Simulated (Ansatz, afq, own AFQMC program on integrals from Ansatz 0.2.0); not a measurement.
CH$_{4}$Ge, triplet in cc-pVTZ, levels against AFQMC with the constraint released

```yaml
atoms:
  - { symbol: Ge, position_ang: [0.0000, 0.0000, 0.2739] }
  - { symbol: C, position_ang: [0.0000, 0.0000, -1.4947] }
  - { symbol: H, position_ang: [0.0000, 1.2853, 1.0968] }
  - { symbol: H, position_ang: [0.0000, -1.2853, 1.0968] }
  - { symbol: H, position_ang: [0.0000, 0.9233, -2.0594] }
  - { symbol: H, position_ang: [0.0000, -0.9233, -2.0594] }
```

Connectivity, by distances: GeH2–CH2.

Basis cc-pVTZ. Noble-gas cores (and the filled d shells of Ga–Kr and In–Xe) are frozen. Ansatz 0.2.0 and our own AFQMC program on the same integrals; the CISD trial comes from CCSD amplitudes, and released means the phaseless constraint is let go. Uncertainties: one standard error, sampling alone. No spin–orbit coupling.

Determinant: UHF, the one that the program's search chose, which needn't be the lowest solution. The geometry is a PBE0/def2-TZVP stationary point of this or a neighbouring charge and spin state.

No full CI on the walks' own integrals is used here. The released AFQMC energy serves as the reference, which it does only where one determinant dominates, the energy is flat over the last release times and near the phaseless one (40 meV or 2 meV an electron, half that with transition metals). On small molecules, where full CI could be run and the noise was under 10 meV, such values lay within 10 meV of it in 19 cases of 20, a flattering rate, since the rule was set on those same cases; what remains of the bias isn't in the error bar.

Cautions: no relativity below Rb; no spin-orbit coupling; inner d shell frozen; another spin lies lower; the released value is read at 2.40 1/Eh (meV from the phaseless value at times in 1/Eh: 9 ± 7 at 0.24, 6 ± 5 at 0.51, 6 ± 5 at 0.99, -3 ± 4 at 1.62, 6 ± 4 at 2.40).

```
T1 diagnostic                               : 0.0111
weight of the determinant in the CISD state : 0.881
⟨S²⟩ of the determinant                     : 2.029
size of the correlated space                : 12 electrons in 114 orbitals
```

Reference: AFQMC with the constraint released, correlation energy -8.000 ± 0.004 eV.

| level | E − E(reference) (kcal/mol) | share of correlation (%) |
| --- | --- | --- |
| HF | 184.49 ± 0.10 | 0.00 |
| MP2 | 28.85 ± 0.10 | 84.36 |
| CCSD | 6.39 ± 0.10 | 96.54 |
| CCSD(T) | 0.73 ± 0.10 | 99.61 |
| ph-AFQMC/HF | 0.89 ± 0.86 | 99.52 |
| ph-AFQMC/CISD | -0.13 ± 0.16 | 100.07 |

A walk keeps the symmetry of its determinant, which the program's search chose and which needn't be the lowest solution, so a lower state of the same spin and another symmetry isn't excluded. Released energies are given only where the last usable release times agree within the noise; a slower fall can still hide under it.
